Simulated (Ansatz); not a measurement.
A made-up structure of CH$_{3}$Mg, doublet:

C1  (-0.235, -0.858, 0.179)
Mg2  (0.296, 1.081, -0.225)
H3  (-1.237, -1.196, 0.456)
H4  (1.361, -0.253, -0.007)
H5  (0.738, 2.691, -0.561)
(Å)

It is relaxed with PBE-D4/def2-SVP and then PBE0-D4/def2-TZVP (Ansatz 0.2.0). Atoms count as bonded within 1.22 times the sum of their covalent radii (H–H: 0.88 Å). The end point is not checked to be a true minimum.

Does its bonding change? (Judge from chemistry; the calculation decides.)

Computed: Yes. Formed: C1–H4; broken: Mg2–H4.

Where it ends: The first stage lowers the energy by 4.48 eV in 10 steps. It ends as CH₃Mg ([CH2][MgH]):
C1  (0.070, -0.582, 0.178)
Mg2  (0.328, 1.396, -0.296)
H3  (-0.891, -1.074, 0.345)
H4  (0.872, -1.314, 0.304)
H5  (0.543, 3.039, -0.689)
(Å)

Labels in which every atom is bracketed show which atoms are joined, not bond orders.

For scale, one of the runs: PBE0-D4/def2-TZVP relaxation, 81 basis functions, launched by `ansatz run in.yaml --threads 2 --pin off --events-out ev --progress --plain --max-ram 4352MiB`. Hardware: 2 CPU threads of an Arm Neoverse V1, shared host. Wall time about 7.5 s.
